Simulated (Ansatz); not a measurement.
Question: Name a neutral molecule of C, N, O and H with HOMO energy (ωB97M-V/def2-TZVPP) between -9.05 and -8.75 eV and HOMO–LUMO gap (B3LYP/def2-TZVPP) between 6.05 and 6.35 eV (Ansatz, PBE0-D4/def2-TZVP geometry).

Answer: `NC1(O)C=C1` (-8.94 eV, 6.17 eV). Other molecules can fit too; these were computed, each in one conformer that needn't be the lowest.

B3LYP here is the variant with VWN-RPA as its local correlation; programs differ in this.
